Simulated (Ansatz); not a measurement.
Job for Ansatz (an electronic-structure program): U-PBE/def2-TZVPP on CH2 (SMILES [CH2], charge +1), 2S+1 = 2, atoms moved off the minimum. Charge +1.

Ansatz 0.2 input:
```yaml
crystal:
  periodic: [false, false, false]
  atoms:
    - {symbol: C, position_ang: [-0.02241468, -0.00052115, 0.06587847]}
    - {symbol: H, position_ang: [-1.05832723, 0.02242475, -0.24460529]}
    - {symbol: H, position_ang: [1.01718082, 0.03231986, -0.27910543]}
basis:
  gaussian:
    orbitals: def2-TZVPP
hamiltonian:
  xc: {name: PBE}
total_charge: 1
magnetization: {spin_polarized: true, initial_magnetization: 1}
output: {forces: true}
```

The log:

```
WARN ansatz: RAYON_NUM_THREADS=1 ignored (pool sized by the plan → 1); use --threads N
Functional definition: PBE
integrals: 0.00 GiB planned
298 factors; their error is unknown
mean field: 0.10 GiB planned
mean field evaluation 1: about -1051.3314 eV, gradient 2.1e1 eV
mean field evaluation 2: about -1052.1774 eV, gradient 1.6e1 eV
mean field evaluation 4: about -1053.5806 eV, gradient 1.6e-1 eV
mean field evaluation 8: about -1053.5660 eV, gradient 2.1e-2 eV
mean field evaluation 16: about -1052.8056 eV, gradient 5.4e0 eV
mean field evaluation 32: about -1053.4337 eV, gradient 8.9e-1 eV
mean field -1053.56597406 eV, -38.7178354140 hartree, gradient 1.9e-5 eV, S^2 0.752364; 4 other end points of the search recorded, 0 dependent functions left out
the calculation of the forces begins
reference -1053.56600013 eV, -38.7178363720 hartree; 4, 3 occupied and 55, 56 virtual orbitals, 298 factors
Total energy: -1053.56600013 eV, -38.7178363720 hartree
Atom 0 at    -0.022415    -0.000521     0.065878 Å, force     0.484902    -0.036870     0.452413 eV/Å
Atom 1 at    -1.058327     0.022425    -0.244605 Å, force    -0.748806     0.022571    -0.294760 eV/Å
Atom 2 at     1.017181     0.032320    -0.279105 Å, force     0.263904     0.014300    -0.157654 eV/Å
Dipole moment:     0.001774     0.008407    -0.098735 e Å
```

The run converged.

Cost: about 0.9 core-seconds (a rough figure).
